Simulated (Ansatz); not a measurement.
Basis-set extrapolation for C$_{3}$H$_{4}$N$_{2}$ (`C=NC1C=N1`) (PBE0-D4/def2-TZVP geometry, frozen core, the Gaussian-basis code of Ansatz). Multiplicity 1, RHF reference.

|  | def2-TZVPP | def2-QZVPP |
| --- | --- | --- |
| HF | -224.804300 | -224.814315 |
| MP2 correlation | -0.870442 | -0.927832 |
| CCSD(T) correlation | -0.934407 | not run |

Energies in hartree. Use E(X) = E(∞) + A·exp(−7.88·√X) for Hartree–Fock and E(X) = E(∞) + B·X^(−2.97) for correlation, with X = 3 and 4, and add CCSD(T) minus MP2 of the smaller set to the MP2 limit.

Task: What is the CCSD(T) energy at the basis-set limit?

Result: HF limit: -224.814315 + (-0.010015) × 0.13774 = -224.81569. MP2 limit: -0.927832 + (-0.057390) × 0.74074 = -0.97034. Higher-order term: -0.934407 − (-0.870442) = -0.06396. Total: -225.84999 hartree, 292.2 kJ/mol below CCSD(T)/def2-TZVPP.
